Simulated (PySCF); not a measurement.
Species: C₄H₆F₂.
Geometry (GFN2-xTB, Å), atoms numbered from 1 in this order:
```xyz
12
C4H6F2 angstrom
C      1.878   -0.636    0.342
C      0.780   -0.484   -0.373
C     -0.161    0.672   -0.223
C     -1.560    0.191    0.140
F     -2.116   -0.510   -0.879
F     -2.385    1.245    0.362
H      2.172    0.081    1.092
H      2.534   -1.477    0.204
H      0.500   -1.210   -1.123
H      0.177    1.351    0.560
H     -0.234    1.223   -1.165
H     -1.583   -0.448    1.037
```

The closed-shell SCF was solved with PySCF and density fitting under several settings on one GFN2-xTB geometry (grid level 2 and gas phase unless stated).

```csv
settings,basis functions,SCF cycles,E (Eh),HOMO (eV),LUMO (eV),dipole (D)
PBE0/def2-SVPD,174,14,-355.0778,-8.00,-0.14,2.19
LDA/pcSseg-1,132,14,-352.9508,-6.95,-1.32,1.96
```

**Question.** Estimate the rows for these settings: (1) PBE0/pcSseg-1; (2) OLYP/6-31G*, grid level 1.

**Answer.** 
```csv
settings,basis functions,SCF cycles,E (Eh),HOMO (eV),LUMO (eV),dipole (D)
PBE0/pcSseg-1,132,14,-355.2874,-7.96,-0.02,2.09
"OLYP/6-31G*, grid level 1",96,11,-355.5665,-6.19,-0.35,1.62
```

**Question.** Over all rows, what range does the HOMO–LUMO gap span?

**Answer.** From 5.63 eV (LDA/pcSseg-1) to 7.94 eV (PBE0/pcSseg-1). The functional of the narrowest has no exact exchange, that of the widest 25 % exact exchange.

**Question.** And the dipole moment?

**Answer.** From 1.62 D (OLYP/6-31G*, grid level 1) to 2.19 D (PBE0/def2-SVPD); the largest is 1.35 times the smallest, and the median is 2.02 D.

**Question.** Compare two rows with the functional PBE0: PBE0/pcSseg-1 and PBE0/def2-SVPD. Which energy is lower, and by how much?

**Answer.** PBE0/pcSseg-1 (132 functions) lies 0.2096 Eh or 132 kcal/mol below PBE0/def2-SVPD (174 functions). The smaller set gives the lower energy; the two sets aren't nested, so the variational bound doesn't order them by size.

Cycle counts include a coarse-grid stage where the run had one. All basis functions are spherical, in the Pople sets too.

One conformer stands for the species.
